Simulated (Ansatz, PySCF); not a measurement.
Breaking a bond: C2H2, SMILES C#C. The C1–C3 bond (C1 also carries H; C3 carries H) is varied alone, starting from the PBE0/def2-TZVP optimised geometry.

- UHF/cc-pVDZ (PySCF)
- RHF/cc-pVDZ (PySCF)
- UKS-wB97X-V = unrestricted wB97X-V/cc-pVDZ in PySCF
- RKS-wB97X-V = restricted wB97X-V/cc-pVDZ run with PySCF
- UKS-M06-2X = unrestricted M06-2X/cc-pVDZ (PySCF)
- RKS-M06-2X = PySCF with restricted M06-2X/cc-pVDZ
- UKS-BLYP = unrestricted BLYP/cc-pVDZ in PySCF 2.14.0
- RKS-BLYP = restricted BLYP/cc-pVDZ in PySCF 2.14.0
- UKS-PBE = unrestricted PBE/cc-pVDZ (Ansatz, a program for electronic structure)
- RKS-PBE = Ansatz with restricted PBE/cc-pVDZ

Scanned distances (Å): 0.96, 1.02, 1.08, 1.11, 1.17, 1.20, 1.23, 1.26, 1.31, 1.39, 1.47, 1.62, 1.78, 2.00, 2.14, 2.37, 2.66, 2.97, 3.25, 3.60, 4.16.

Where does the unrestricted solution first break spin symmetry (<S²> of 0.01 or more)?

UHF: between 1.23 and 1.26 Å; UKS-wB97X-V: between 1.47 and 1.62 Å; UKS-M06-2X: between 1.47 and 1.62 Å; UKS-BLYP: between 1.62 and 1.78 Å; UKS-PBE: between 1.62 and 1.78 Å.

```tsv
R / Å	<S²> UHF	E(RHF) − E(UHF) / kJ/mol	<S²> UKS-wB97X-V	E(RKS-wB97X-V) − E(UKS-wB97X-V) / kJ/mol	<S²> UKS-M06-2X	E(RKS-M06-2X) − E(UKS-M06-2X) / kJ/mol	<S²> UKS-BLYP	E(RKS-BLYP) − E(UKS-BLYP) / kJ/mol	<S²> UKS-PBE	E(RKS-PBE) − E(UKS-PBE) / kJ/mol
0.96	0.00	0.0	0.00	0.0	0.00	0.0	0.00	0.0	0.00	0.0
1.02	0.00	0.0	0.00	0.0	0.00	0.0	0.00	0.0	0.00	0.0
1.08	0.00	0.0	0.00	0.0	0.00	0.0	0.00	0.0	0.00	0.0
1.11	0.00	0.0	0.00	0.0	0.00	0.0	0.00	0.0	0.00	0.0
1.17	0.00	0.0	0.00	0.0	0.00	0.0	0.00	0.0	0.00	0.0
1.20	0.00	0.0	0.00	0.0	0.00	0.0	0.00	0.0	0.00	0.0
1.23	0.00	0.0	0.00	0.0	0.00	0.0	0.00	0.0	0.00	0.0
1.26	0.14	0.9	0.00	0.0	0.00	0.0	0.00	0.0	0.00	0.0
1.31	0.47	11.6	0.00	0.0	0.00	0.0	0.00	0.0	0.00	0.0
1.39	0.88	48.6	0.00	0.0	0.00	0.0	0.00	0.0	0.00	0.0
1.47	1.20	103.0	0.00	0.0	0.00	0.0	0.00	0.0	0.00	0.0
1.62	1.62	232.5	0.62	13.6	0.48	3.8	0.00	0.0	0.00	0.0
1.78	1.95	391.4	1.26	74.1	1.37	66.1	0.65	11.5	0.81	16.1
2.00	2.36	629.6	1.78	191.5	1.89	189.4	1.38	61.6	1.52	76.2
2.14	2.57	786.1	2.04	274.7	2.14	274.5	1.68	101.1	1.81	121.8
2.37	2.79	1031.0	2.44	419.2	2.50	417.0	1.91	—	2.22	—
2.66	2.92	1294.9	2.76	598.9	2.78	585.9	1.73	—	1.85	—
2.97	2.98	1515.3	2.91	765.4	2.91	—	1.37	—	1.62	—
3.25	3.00	1667.7	2.97	887.7	2.96	—	1.22	—	1.46	—
3.60	3.00	1810.5	2.99	1007.5	2.99	—	1.13	—	1.38	—
4.16	3.01	1962.9	3.00	1141.5	3.00	—	1.08	—	1.34	—
```

A dash means that the run gave no value there, or that the column was ended at a point which the program doubted or which failed a test of continuity chosen for this set; such a test can also cut sound points.
